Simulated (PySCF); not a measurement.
# 1-Buten-3-yne: calculation and literature

Mapped SMILES: `[CH:1]#[C:2][CH:3]=[CH2:4]`. Hydrogens are named by the atom that carries them. Ha(C4) is cis to C2; Hb(C4) is trans to C2.

- GIAO B97-2/pcSseg-2 shieldings
- J couplings at B3LYP/pcJ-2
- geometry: PBE0-D3(BJ)/def2-TZVP
- run in PySCF 2.14
- no solvent, single conformer, no relativistic terms

Reference values: estimated from measurements, as parent shift plus tabulated substituent increment (solution, not stated per compound (mostly CDCl3 or CCl4); Pretsch, Buehlmann, Badertscher, Structure Determination of Organic Compounds, 4th ed. (2009)).
```csv
atoms,quantity,reference,computed,"computed, scaled"
C4,δ $^{13}$C,129.2,138.0,131.1
C3,δ $^{13}$C,117.3,125.8,119.3
```

Reference values: measured (solution, not stated per compound (mostly CDCl3 or CCl4); Pretsch, Buehlmann, Badertscher, Structure Determination of Organic Compounds, 4th ed. (2009)).
```json
{"atoms": "C2", "quantity": "δ $^{13}$C", "reference": "82.8", "computed": "86.2", "computed, scaled": "81.1"}
{"atoms": "C1", "quantity": "δ $^{13}$C", "reference": "80.0", "computed": "86.6", "computed, scaled": "81.5"}
```

Computed shifts are σ(ref) − σ with the named reference compound (TMS for H and C) calculated as an isolated molecule at the same level. The measured values may be among those fitted. Shieldings were converted by linear fits to measured shifts (mostly CDCl3, TMS scale, for H and C): $^{13}$C (scatter 2.0 ppm rms, 2.1 ppm with the 1 outlier that the fit left out). A few per cent of atoms miss by over 2 rms, more outside the fitted compound classes.

Coupling constants in Hz:
| coupling | reference | computed | source |
| --- | --- | --- | --- |
| $^{1}J$(C1,H(C1)) | 251.7 | 272.6 | measured; liquid or solution (compiled); San Fabian, Garcia de la Vega, Suardiaz et al., Magn. Reson. Chem. 2013, 51, 775 (SI) |

How far are the unscaled $^{13}$C shifts from the references?

Answers

Mean signed difference +6.83 ppm, mean absolute 6.83 ppm over 4 comparisons; the largest is +8.8 ppm at C4 (terminal =CH2 carbon).
